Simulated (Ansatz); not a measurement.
`C=CCC(F)Cl` → `C=CCCl` + `[CH]F` at 600 K and 1 bar (formal loss of a carbene).

Program: Ansatz. Geometries: PBE0-D4/def2-TZVP. ΔE: electronic, gas phase. CCSD(T)/CBS adds triple-zeta CCSD(T) − MP2 to the extrapolated MP2 energy (def2 sets, frozen cores). This one scheme is used for every species. Each species was taken in one conformer, which may not be the lowest.

| species | CCSD(T)/CBS energy (Eh) | H − E (kJ/mol) | S (J/(mol·K)) |
| --- | --- | --- | --- |
| `C=CCC(F)Cl` | -715.36716 | 304.6 | 439.2 |
| `C=CCCl` | -576.92074 | 232.7 | 363.4 |
| `[CH]F` | -138.29972 | 54.0 | 249.2 |

H − E and S are ideal-gas, rigid-rotor, harmonic terms from PBE0-D4/def2-TZVP, for one conformer and one mirror image of each species. 1 Eh = 2625.50 kJ/mol, R = 8.31446 J/(mol·K).

Question: By hand: ΔE, ΔH, ΔS and ΔG.

Answer: ΔE = (-576.92074) + (-138.29972) − (-715.36716) = 0.14670 Eh = 385.2 kJ/mol. Δ(H − E) = 232.7 + 54.0 − 304.6 = -17.9, so ΔH = 367.3 kJ/mol. ΔS = 363.4 + 249.2 − 439.2 = 173.4 J/(mol·K). ΔG = 367.3 − 600 × (173.4)/1000 = 263.3 kJ/mol.

Question: By hand: the equilibrium constant, and the temperature at which ΔG would vanish if ΔH and ΔS stayed fixed.

Answer: log₁₀ K = −ΔG/(RT ln 10) = -22.9. ΔG = 0 at ΔH/ΔS = 2118 K.

The number of gas molecules changes by +1, which sets the sign of ΔS. A doubt of 5 kJ/mol in ΔE shifts log₁₀ K by 0.4 here. Other conformers and mirror images would add mixing entropy, several J/(mol·K) or more a flexible species. These are equilibria of isolated gas molecules and say nothing of rates. Largest T1 diagnostic: 0.018 (customary marks: 0.02 for closed shells, 0.045 for open ones).
